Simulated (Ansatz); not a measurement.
`C=NC(C)F`, 11 atoms. Total charge 0; spin multiplicity 1. All runs use 4 threads of an Intel Xeon 6975P-C on a shared host. Correlated methods freeze the cores.

How many basis functions does each run have, and how long does it take in Ansatz? RKS CAM-B3LYP-D4/def2-TZVPP energy; RKS ωB97M-V/def2-QZVPP energy; RKS B2PLYP (frozen core)/def2-TZVPP energy; RHF-MP2/def2-QZVPP energy; RKS PBE0-D4/def2-QZVPP energy; RKS PBE0-D4/def2-TZVP relaxation (7 steps); RHF-CCSD(T)/def2-TZVPP energy; RHF-CCSD(T)/def2-SVP energy; RKS PBE0-D4/def2-SVP energy; RKS ωB97M-V/def2-SVP energy; direct RPA on PBE orbitals/def2-TZVPP energy; RKS revPBE-D4/def2-TZVPP energy. (An estimate is asked.)

Computed: Other jobs shared the machine, so times are rough.

```tsv
level	job	functions	wall time	peak host memory (GiB)
RKS PBE0-D4/def2-SVP	energy	100	0.4 s	0.21
RKS revPBE-D4/def2-TZVPP	energy	239	0.95 s	0.28
RKS CAM-B3LYP-D4/def2-TZVPP	energy	239	1.4 s	0.56
RKS ωB97M-V/def2-SVP	energy	100	1.4 s	0.28
RKS B2PLYP (frozen core)/def2-TZVPP	energy	239	2.3 s	0.61
direct RPA on PBE orbitals/def2-TZVPP	energy	239	2.4 s	0.58
RHF-CCSD(T)/def2-SVP	energy	100	2.5 s	0.49
RKS PBE0-D4/def2-QZVPP	energy	465	3.1 s	1.4
RKS ωB97M-V/def2-QZVPP	energy	465	7 s	1.7
RKS PBE0-D4/def2-TZVP	relaxation (7 steps)	191	11 s	0.45
RHF-MP2/def2-QZVPP	energy	465	11 s	2.9
RHF-CCSD(T)/def2-TZVPP	energy	239	32 s	5.3
```
